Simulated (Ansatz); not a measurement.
The input, for Ansatz 0.2.0:

```yaml
crystal:
  periodic: [false, false, false]
  atoms:
    - {symbol: Ga, position_ang: [0.007720, -0.233179, 2.033360]}
    - {symbol: P, position_ang: [-0.078854, 1.017838, 0.000000]}
    - {symbol: Ga, position_ang: [0.007720, -0.233179, -2.033360]}
    - {symbol: H, position_ang: [1.355059, 0.981862, 0.000000]}
basis:
  gaussian: {orbitals: cc-pVDZ}
magnetization: {spin_polarized: true, initial_magnetization: 0}
hamiltonian: {xc: {name: PBE0}}
correlation: {method: bccd_t, electrons: outside_noble_gas, diis_vectors: 1}
output: {forces: true}
```

```sh
$ ansatz run in.yaml --threads 1 --pin off --events-out ev --progress --plain --max-ram 2393MiB
```

The program prints:

```
885 factors; integrals over basis functions are off by at most 1.4e-3 eV
mean field evaluation 1: about -114040.4423 eV, gradient 1.6e1 eV
mean field evaluation 2: about -114040.4828 eV, gradient 1.5e1 eV
mean field evaluation 4: about -114042.3492 eV, gradient 1.7e0 eV
mean field evaluation 8: about -114042.3791 eV, gradient 1.0e-1 eV
mean field evaluation 16: about -114042.3792 eV, gradient 5.2e-5 eV
mean field -114042.37923423 eV, -4190.9801361568 hartree, gradient 1.3e-6 eV, S^2 0.000000; 2 other end points of the search recorded, 0 dependent functions left out
33 core orbitals not correlated: weight in the atoms' cores, before any rotation towards them, 0.998 or more for the frozen orbitals, at most 0.002 for the correlated occupied ones
reference -113954.36743266 eV, -4187.7457621058 hartree; 6, 6 occupied and 38, 38 virtual orbitals, 885 factors
second order -6.03668960 eV of doubles, -0.21433126 eV of singles
cycle   1  -6.70415244 eV  change   -4.6e-1 eV  update   9.4e-2
cycle   2  -6.95398570 eV  change   -2.5e-1 eV  update   3.7e-2
cycle   3  -7.00452636 eV  change   -5.1e-2 eV  update   1.6e-2
cycle   4  -7.03380914 eV  change   -2.9e-2 eV  update   8.5e-3
cycle   5  -7.04319196 eV  change   -9.4e-3 eV  update   4.1e-3
cycle   6  -7.04878115 eV  change   -5.6e-3 eV  update   2.5e-3
cycle   7  -7.05065283 eV  change   -1.9e-3 eV  update   1.3e-3
cycle   8  -7.05182029 eV  change   -1.2e-3 eV  update   8.4e-4
cycle   9  -7.05220326 eV  change   -3.8e-4 eV  update   4.7e-4
cycle  10  -7.05251241 eV  change   -3.1e-4 eV  update   3.3e-4
cycle  11  -7.05256879 eV  change   -5.6e-5 eV  update   1.9e-4
cycle  12  -7.05264881 eV  change   -8.0e-5 eV  update   1.4e-4
cycle  13  -7.05265145 eV  change   -2.6e-6 eV  update   8.1e-5
cycle  14  -7.05267813 eV  change   -2.7e-5 eV  update   5.9e-5
cycle  15  -7.05267471 eV  change    3.4e-6 eV  update   3.5e-5
cycle  16  -7.05268421 eV  change   -9.5e-6 eV  update   2.5e-5
cycle  17  -7.05268220 eV  change    2.0e-6 eV  update   1.5e-5
cycle  18  -7.05268604 eV  change   -3.8e-6 eV  update   1.1e-5
cycle  19  -7.05268491 eV  change    1.1e-6 eV  update   6.5e-6
cycle  20  -7.05268651 eV  change   -1.6e-6 eV  update   4.7e-6
cycle  21  -7.05268596 eV  change    5.4e-7 eV  update   2.8e-6
cycle  22  -7.05268675 eV  change   -7.9e-7 eV  update   2.1e-6
cycle  23  -7.05268645 eV  change    3.1e-7 eV  update   1.2e-6
cycle  24  -7.05268679 eV  change   -3.4e-7 eV  update   9.0e-7
cycle  25  -7.05268667 eV  change    1.2e-7 eV  update   5.4e-7
perturbative correction -0.29444870 eV, -0.0108207902 hartree
the calculation of the forces begins
Total energy: -113961.71456803 eV, -4188.0157643506 hartree
Atom 0 at     0.007720    -0.233179     2.033360 Å, force     0.000188    -0.201883     0.320944 eV/Å
Atom 1 at    -0.078854     1.017838     0.000000 Å, force    -0.264906     0.386353     0.000000 eV/Å
Atom 2 at     0.007720    -0.233179    -2.033360 Å, force     0.000188    -0.201883    -0.320944 eV/Å
Atom 3 at     1.355059     0.981862     0.000000 Å, force     0.264529     0.017413     0.000000 eV/Å
Dipole moment:     0.012160    -0.199584    -0.000000 e Å
```

Forces (eV/Å):
```
Ga   0.000 -0.202  0.321
P   -0.265  0.386  0.000
Ga   0.000 -0.202 -0.321
H    0.265  0.017  0.000
```

Ran on 1 thread of Arm Neoverse V2, shared host: 25 s wall, 0.35 GiB peak host memory.
